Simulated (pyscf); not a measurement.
A first-order saddle from PySCF, ωB97X-D3(BJ)/def2-SVP:

```
O
H 1 1.1540
H 2 1.1529 1 60.07
H 2 1.2099 3 61.54 1 -179.38
Ge 1 1.8306 2 118.14 3 -108.17
H 5 1.5291 1 105.85 2 156.25
H 5 1.5292 6 112.52 1 -115.08
H 5 1.5328 6 112.18 7 -127.57
```

Surface: singlet, charge 0. Lowest wavenumbers (cm⁻¹): 2570i, 124, 195, 524, 608.

Q: Which two sides does it connect, and which bonds change?

A: HO–GeH₃ + hydrogen (H₂) <-> HO–GeH₃ + hydrogen (H₂), a four-centre exchange read from left to right: H–O, H–H broken and H–O, H–H formed. At ωB97M-D3(BJ)/def2-TZVP it lies +65.2 kcal/mol from the left side and +65.2 kcal/mol from the right (each side as separated species at their lowest minima found). The same reactants have a lower exit, to GeH₄ + H₂O (barrier +45.9 kcal/mol at ωB97M-D3(BJ)/def2-TZVP, against +65.2 kcal/mol here). One saddle was located; it need not be the lowest between these sides. Elements up to Kr have no core potential and no relativistic terms here.
